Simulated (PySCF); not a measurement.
SMILES CCCN (C₃H₉N) at its GFN2-xTB optimised geometry (Å):

```
13

C      0.8123    -1.3482    -0.0214
C      0.2466     0.0655     0.0000
C     -1.2882     0.0655     0.0000
N     -1.8997     1.3826     0.0000
H      0.4771    -1.9053     0.8507
H      1.8997    -1.3260    -0.0192
H      0.4805    -1.8766    -0.9124
H      0.6043     0.6152    -0.8756
H      0.6049     0.5900     0.8907
H     -1.6525    -0.4657     0.8841
H     -1.6520    -0.4650    -0.8847
H     -1.6030     1.9044    -0.8186
H     -1.6026     1.9053     0.8180
```

Method: PBE/def2-TZVP (PySCF 2.14.0).

Map of the HOMO−1 amplitude (bohr^(-3/2)) on the plane z = 1.2 Å; orbital energy -7.86 eV, overall sign arbitrary:

```
|===============================|
|===============================|
|===============================|
|===============================|
|===============================|
|===============================|
|========+++====================|
|=======+++++===================|
|=======+++++====+++============|
|=======++++++++++++++==========|
|========++===+++***+++=========|
|=============++*###*++=========|
|========---==++*%@%#*++========|
|=====-------=+*#%@@#*++========|
|=====--::::--=+#%@%#*++========|
|====---:...:-=+*###*++=========|
|====--:.   :-==+***++==========|
|====--:.   :--==+++============|
|====---:...:--=================|
|====----::::---------==========|
|=====-----------:::---=========|
|======---------:...:---========|
|========-------:...:---========|
|===========----::.::---========|
|============----:::---=========|
|=============---------=========|
|==============-------==========|
|=================-=============|
|===============================|
|===============================|
|===============================|
```
Scale: ten equal steps from -0.111 (start of ' ') to 0.142 (end of '@'), in the order ' .:-=+*#%@'; x runs from -4.00 to 4.00, y from -4.00 (bottom) to 4.00 (top).
